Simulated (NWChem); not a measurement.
System: ammonia (NH₃); SMILES N

Here is an NWChem input.

```
start job
memory heap 200 mb stack 900 mb global 1100 mb
geometry units angstroms
  N      0.000000     0.000000     0.131512
  H      0.664206     0.664206    -0.263938
  H      0.243116    -0.907322    -0.263938
  H     -0.907322     0.243116    -0.263938
end
basis spherical
  N library aug-pcseg-1
  H library aug-pcseg-1
end
dft
  xc xpbe96 cpbe96
  iterations 150
end
driver
  maxiter 120
end
task dft optimize
task dft freq
```

NWChem printed, in part:

```
             Northwest Computational Chemistry Package (NWChem) 7.3.0
             --------------------------------------------------------

 C3V symmetry detected

                             Geometry "geometry" -> ""
                             -------------------------

 Output coordinates in angstroms (scale by  1.889725989 to convert to a.u.)

  No.       Tag          Charge          X              Y              Z
 ---- ---------------- ---------- -------------- -------------- --------------
    1 N                    7.0000     0.00000000    -0.00000000     0.11863500
    2 H                    1.0000     0.66420584     0.66420584    -0.27681500
    3 H                    1.0000     0.24311621    -0.90732206    -0.27681500
    4 H                    1.0000    -0.90732206     0.24311621    -0.27681500

 Effective nuclear repulsion energy (a.u.)      11.8793976859

      Symmetry information
      --------------------

 Group name             C3v
 Group number             17
 Group order               6
 No. of unique centers     2

                                Z-matrix (autoz)
                                --------

 Units are Angstrom for bonds and degrees for angles

      Type          Name      I     J     K     L     M      Value
      ----------- --------  ----- ----- ----- ----- ----- ----------
    1 Stretch                  1     2                       1.01918
    2 Stretch                  1     3                       1.01918
    3 Stretch                  1     4                       1.01918
    4 Bend                     2     1     3               105.91273
    5 Bend                     2     1     4               105.91273
    6 Bend                     3     1     4               105.91273
    7 Torsion                  2     1     3     4        -112.19367
    8 Torsion                  2     1     4     3         112.19367
    9 Torsion                  3     1     2     4         112.19367
   10 Torsion                  2     4     1     3        -112.19367
   11 Torsion                  3     2     1     4        -112.19367
   12 Torsion                  2     3     1     4         112.19367

  pbe96 is a nonlocal functional; adding pw91lda local functional.

                           NWChem Geometry Optimization
                           ----------------------------

[...]

      ----------------------
      Optimization converged
      ----------------------

  Step       Energy      Delta E   Gmax     Grms     Xrms     Xmax
  ---- ---------------- -------- -------- -------- -------- --------
@    2     -56.47954512 -1.9D-06  0.00009  0.00006  0.00039  0.00101
                                     ok       ok       ok       ok

                                Z-matrix (autoz)
                                --------

 Units are Angstrom for bonds and degrees for angles

      Type          Name      I     J     K     L     M      Value     Gradient
      ----------- --------  ----- ----- ----- ----- ----- ---------- ----------
    1 Stretch                  1     2                       1.02714   -0.00001
    2 Stretch                  1     3                       1.02714   -0.00001
    3 Stretch                  1     4                       1.02714   -0.00001
    4 Bend                     2     1     3               105.87055    0.00004
    5 Bend                     2     1     4               105.87055    0.00004
    6 Bend                     3     1     4               105.87055    0.00004
    7 Torsion                  2     1     3     4        -112.11061   -0.00009
    8 Torsion                  2     1     4     3         112.11061    0.00009
    9 Torsion                  3     1     2     4         112.11061    0.00009
   10 Torsion                  2     4     1     3        -112.11061   -0.00009
   11 Torsion                  3     2     1     4        -112.11061   -0.00009
   12 Torsion                  2     3     1     4         112.11061    0.00009

                         Geometry "geometry" -> "geometry"
                         ---------------------------------

[...]

 Rotational Constants
 --------------------
 A=   9.631740 cm-1  ( 13.857616 K)
 B=   9.631740 cm-1  ( 13.857616 K)
 C=   6.224998 cm-1  (  8.956183 K)

 Temperature                      =   298.15K
 frequency scaling parameter      =   1.0000

 Zero-Point correction to Energy  =   20.823 kcal/mol  (  0.033184 au)
 Thermal correction to Energy     =   22.625 kcal/mol  (  0.036055 au)
 Thermal correction to Enthalpy   =   23.217 kcal/mol  (  0.036999 au)

 Total Entropy                    =   46.037 cal/mol-K
   - Translational                =   34.425 cal/mol-K (mol. weight =  17.0265)
   - Rotational                   =   11.511 cal/mol-K (symmetry #  =        3)
   - Vibrational                  =    0.100 cal/mol-K

 Cv (constant volume heat capacity) =    6.417 cal/mol-K
   - Translational                  =    2.979 cal/mol-K
   - Rotational                     =    2.979 cal/mol-K
   - Vibrational                    =    0.458 cal/mol-K

[normal modes left out]

 ----------------------------------------------------------------------------
 Normal Eigenvalue ||           Projected Infra Red Intensities
  Mode   [cm**-1]  || [atomic units] [(debye/angs)**2] [(KM/mol)] [arbitrary]
 ------ ---------- || -------------- ----------------- ---------- -----------
    1       -0.000 ||    0.000168           0.004         0.164       0.074
    2       -0.000 ||    0.008201           0.189         7.995       3.622
    3       -0.000 ||    0.000013           0.000         0.013       0.006
    4       -0.000 ||    0.054649           1.261        53.275      24.138
    5       -0.000 ||    0.000083           0.002         0.081       0.037
    6        0.000 ||    0.046648           1.076        45.475      20.604
    7     1023.584 ||    0.121053           2.793       118.009      53.467
    8     1598.716 ||    0.013937           0.322        13.586       6.156
    9     1598.717 ||    0.013937           0.322        13.586       6.156
   10     3363.947 ||    0.008090           0.187         7.887       3.573
   11     3494.000 ||    0.002454           0.057         2.392       1.084
   12     3494.001 ||    0.002454           0.057         2.392       1.084
 ----------------------------------------------------------------------------
```

Level: PBE/aug-pcseg-1.
